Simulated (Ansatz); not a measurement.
How far each method lies from UCCSDT(Q) for [Cl···H···O], triplet

Geometry: a point of a hydrogen-transfer path between rigid fragments, not a stationary point.

```yaml
atoms:
  - { symbol: Cl, position_ang: [0.0000, 0.0000, -1.3937] }
  - { symbol: H, position_ang: [0.0000, 0.0000, 0.1773] }
  - { symbol: O, position_ang: [0.0000, 0.0000, 1.2163] }
```

Basis cc-pVDZ; Ansatz 0.2.0. Correlated methods freeze the noble-gas cores, which leaves 14 electrons in 31 orbitals. Prefix R: restricted or restricted open-shell reference; prefix U: unrestricted. Active spaces: pair = (4e, 4o) about the gap; valence = (14e, 9o) chosen from the atoms' valence shells.

Full CI isn't at hand for all of this; UCCSDT(Q) serves as the reference, and is uncertain by about the last step of the cluster series. The frozen core follows each run's orbitals, which can shift R against U totals by a few meV.

For open shells CISD is restricted-active-space CI with the open shells as a complete middle space.

- UHF ⟨S²⟩: 2.040
- T1 diagnostic (RCCSD): 0.0253
- largest doubles amplitude (RCCSD): 0.048
- T1 diagnostic (UCCSD): 0.0137

```tsv
level	E − E(RHF) (eV)
UHF	-0.3996
RMP2	-7.8666
UMP2	-7.8152
RCCSD	-8.6672
UCCSD	-8.6760
RCCSD(T)	-8.8073
UCCSD(T)	-8.8086
```

(1) Estimate how far UCCSDT(Q) in cc-pVDZ lies from RCCSD(T). The table doesn't fix it; the size of (T) and the diagnostics are the guide.

(1) UCCSDT(Q) in cc-pVDZ lies 1.24 mEh below RCCSD(T), which is 24 % of the (T) step (-5.15 mEh). The diagnostics are small and one determinant leads, so the series closes fast and only a small part of (T) is left.

The other levels:

```
                   level  E − E(UCCSDT(Q)) (mEh)  share of correlation (%)  wall time
                    CISD                   29.76                     90.84      4.5 s
                 BCCD(T)                    1.21                     99.63        6 s
                  RCCSDT                    0.59                     99.82          –
                  UCCSDT                    0.54                     99.83          –
               RCCSDT(Q)                    0.05                     99.99       24 s
     CASSCF (pair space)                  293.72                      9.60          –
     NEVPT2 (pair space)                   34.01                     89.53      3.7 s
     MRCISD (pair space)                   24.74                     92.38          –
   MRCISD+Q (pair space)                    2.36                     99.27      4.5 s
  CASSCF (valence space)                  288.48                     11.21          –
  NEVPT2 (valence space)                   55.23                     83.00      2.2 s
  MRCISD (valence space)                   23.31                     92.82          –
MRCISD+Q (valence space)                    1.88                     99.42      4.3 s
```

The correlation energy at UCCSDT(Q), counted from RHF, is -8.841 eV. That run took 21 s on 1 thread of Arm Neoverse V1, shared host.

Times hold each run's SCF and search for its determinant on a shared host, so for small cases they say little of a method's own cost; they ran on 1 thread of Arm Neoverse V1.

Natural occupations of CASSCF (valence space) about the gap: 1.999 1.998 1.965 1.004 1.001 0.035; effectively unpaired electrons, Σ n²(2−n)², 2.01.
